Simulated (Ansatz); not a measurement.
C₂H₃O (`C[C]=O`) radical. Charge 0, multiplicity 2.

```xyz
6

C    -0.371   -0.031    0.274
C     0.553   -0.148   -0.899
O     1.664    0.220   -1.010
H    -0.709   -1.031    0.552
H     0.118    0.460    1.120
H    -1.254    0.531   -0.037
```

Task: List the harmonic frequencies (cm⁻¹, unscaled) at PBE0-D4/def2-TZVP in Ansatz. (Best estimate.)

Result: The calculation gave: 115, 471, 882, 947, 1055, 1348, 1444, 1447, 1963, 3041, 3140, 3146.

Task: Is this a minimum?

Result: Yes, all 12 modes are real.

Task: Give the ideal-gas thermochemistry at 298.15 K and 1 bar (rigid rotor, harmonic oscillator; point group Cs, symmetry number 1).

Result: Zero-point energy 113.6 kJ/mol; H(298) − E = 126.5 kJ/mol; entropy 268.3 J/(mol·K), of which translation 155.8, rotation 88.7, vibration 18.1, electronic 5.8; G(298) − E = 46.5 kJ/mol.

Task: Rotational constants (cm⁻¹)?

Result: 2.866, 0.3349, 0.3174.
